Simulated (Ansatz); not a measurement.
Working through an active-space calculation of CH3ClMg, SMILES [CH3][Mg][Cl]

With Ansatz's Python interface.

Run as a notebook:

**Cell 1**
```python
import ansatz as az
from ase import Atoms
```

**Cell 2**
```python
atoms = Atoms(["C", "Mg", "Cl", "H", "H", "H"], positions=[
    (-0.583, 0.4869, -0.4298),
    (0.813, -0.72, 0.5748),
    (2.3718, -2.0849, 1.6771),
    (-1.4124, -0.0803, -0.7797),
    (-0.1523, 1.0016, -1.34),
    (-0.9951, 1.3328, 0.2514),
])
molecule = az.Crystal.molecule_from_ase(atoms)
```

**Cell 3**
```python
calc = molecule.calculation().basis(gaussian="cc-pVDZ").correlation(active_electrons=6, active_orbitals=6)
for method in [None, "sc_nevpt2"]:
    data = (calc if method is None else calc.correlation(method)).run(threads=1).report
    space = data["configurations"]
    state = space["states"][0]
    print(method or "casscf", f"total {data['free_energy_ev'] / 27.211386246:.6f} Ha, active-space state {state['energy']['hartree']:.6f} Ha, mean field {data['reference_energy_ev'] / 27.211386246:.6f} Ha")
    print("  determinants", state["n_determinants"], " natural occupations", [round(n, 3) for n in space["natural_occupations"]])
```
Output:
```text
casscf total -698.858552 Ha, active-space state -698.858552 Ha, mean field -698.796467 Ha
  determinants 400  natural occupations [1.979, 1.975, 1.969, 0.031, 0.024, 0.022]
sc_nevpt2 total -699.111419 Ha, active-space state -698.858549 Ha, mean field -698.796467 Ha
  determinants 400  natural occupations [1.979, 1.975, 1.969, 0.031, 0.024, 0.022]
```

Total energies depend on the basis set; only differences at equal settings carry meaning. The geometry is a force-field or estimated start, not a minimum of this method, and the basis set is short of its limit. The active space starts as a window about the frontier orbitals and is then optimised, not chosen by chemistry. The whole script took 13 s on 1 thread of Arm Neoverse V2, on a shared host, peak memory 0.2 GiB.
